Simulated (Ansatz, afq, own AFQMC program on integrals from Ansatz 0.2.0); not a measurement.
AFQMC on a folder of integrals that Ansatz 0.2.0 wrote.

```yaml
crystal:
  periodic: [false, false, false]
  atoms:
    - {symbol: Ge, position_ang: [0.000000, 0.044402, 0.330415]}
    - {symbol: N, position_ang: [0.000000, -0.159538, -1.505832]}
    - {symbol: H, position_ang: [0.000001, -1.318371, 1.090661]}
    - {symbol: H, position_ang: [0.825986, 0.167726, -1.988690]}
    - {symbol: H, position_ang: [-0.825986, 0.167724, -1.988690]}
basis:
  gaussian: {orbitals: cc-pVDZ}
magnetization: {spin_polarized: false, initial_magnetization: 2}
correlation: {method: ccsd_t, electrons: outside_noble_gas, hamiltonian_folder: ham}
```

```sh
$ ansatz run in.yaml --threads 1 --pin off --events-out ev --progress --plain --max-ram 1382MiB
```

afq runs on the folder ham with

```
--method free --trial cisd --walkers 60 --time-step 0.03 --max-blocks 80 --target-error 0.00042 --factor-cut 1e-05 --seed 6907 --times 0,0.21,0.42,0.81,1.2,1.8,2.4,3 --taylor-order 8
```

Times are imaginary, in 1/Eh. The walk had a cap of 1833 s. Filled inner d shells are frozen with the cores.

Output of the walk:

```
orbitals 41  electrons 7 5  factors 336 of 595
reference energy -2131.47122958 Eh
CCSD correlation -0.26915132 Eh in 13 cycles, weight of the determinant in the CISD state 0.8768
repeat  energy at the last time / Eh  error
    10  -2131.750334  0.001700
    20  -2131.749236  0.001100
    30  -2131.747817  0.000982
    40  -2131.747828  0.000799
    50  -2131.748097  0.000757
    60  -2131.748204  0.000700
    70  -2131.748379  0.000637
    80  -2131.748128  0.000570
time / (1/Eh)  energy / Eh  error  mean overlap
  0.00  -2131.740026  0.000216  1.1400
  0.21  -2131.744766  0.000268  1.1358
  0.42  -2131.746820  0.000297  1.1358
  0.81  -2131.747870  0.000363  1.1516
  1.20  -2131.749366  0.000471  1.1302
  1.80  -2131.749516  0.000449  1.1381
  2.40  -2131.748975  0.000534  1.1151
  3.00  -2131.748128  0.000570  1.1402
energy -2131.748128 +/- 0.000570 Eh
```

The run passed its tests (error under three times the target), which doesn't prove that it has relaxed.

Against this walk (error 15.5 meV) on the same determinant: CCSD(T) 8.2 meV higher (within the noise), CCSDT(Q) 30.7 meV lower (within the noise). The error is statistical, and a free projection of finite length keeps a remainder of its start. The last points scatter (meV from the last: 7 ± 10 at 0.81, -34 ± 13 at 1.20, -38 ± 12 at 1.80, -23 ± 15 at 2.40, 0 ± 16 at 3.00); the last is the one printed as the energy, and the gaps above move with that scatter.

Cautions: remainder of the start not in the error; error above the target (15.5 against 11.4 meV); no relativity below Rb; no spin-orbit coupling; inner d shell frozen; lower spins were not checked.

The walk took 4.4 min on 1 thread of Intel(R) Xeon(R) 6975P-C (Granite Rapids), with other jobs on the host. The log's last line is the free-projection energy.

CCSDT and higher add their correlation energy to the determinant of the CCSD(T) run, since their own runs factorise the integrals more tightly (a shift of under 2 meV). A walk keeps the symmetry of its determinant, which the program's search chose and which needn't be the lowest solution, so a lower state of the same spin and another symmetry isn't excluded.
